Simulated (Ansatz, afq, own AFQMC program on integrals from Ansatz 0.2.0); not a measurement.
Atomization energy of CN, doublet

```xyz
2

N     0.0000    0.0000    0.0000
C     0.0000    0.0000    1.1601
```

Atoms in their ground-state spins without spin–orbit coupling (mostly on UHF) minus the molecule (UHF), without zero-point energy. The geometry is a stationary point, not shown to be a minimum.

Basis 6-31G. Only valence electrons are correlated. Ansatz 0.2.0 and our own AFQMC program on the same integrals; the CISD trial comes from CCSD amplitudes, and released means the phaseless constraint is let go. Uncertainties: one standard error, sampling alone. The errors of all members are added in quadrature.

Full CI on the same integrals is exact in this basis and with this determinant's frozen core.

Errors are counted within 6-31G, not against nature.

Cautions: CN (doublet): strong correlation (T1 0.093, weight of the determinant 0.75, largest double 0.12), unrestricted determinant spin contaminated (⟨S²⟩ 1.22 against 0.75), the released energies are still falling, so no released level is given (meV from the phaseless value at times in 1/Eh: -21 ± 4 at 0.24, -27 ± 4 at 0.51, -38 ± 5 at 0.99, -44 ± 5 at 1.62, -49 ± 4 at 2.40), its ph-AFQMC/CISD value lies 29 ± 4 meV above full CI.

Reference (full CI): 6.213 eV.

| level | atomization energy (eV) | error against FCI (eV) |
| --- | --- | --- |
| HF | 2.689 | -3.525 |
| MP2 | 5.425 | -0.788 |
| CCSD | 5.969 | -0.244 |
| CCSD(T) | 6.121 | -0.092 |
| ph-AFQMC/CISD | 6.187 ± 0.004 | -0.027 ± 0.004 |

Correlation beyond CCSD(T) adds 0.092 eV. The perturbative (T) step is worth +0.152 eV. Where the cautions show a poor determinant, the low rows tell how each method copes with it, not its usual error.

A walk keeps the symmetry of its determinant, which the program's search chose and which needn't be the lowest solution, so a lower state of the same spin and another symmetry isn't excluded.
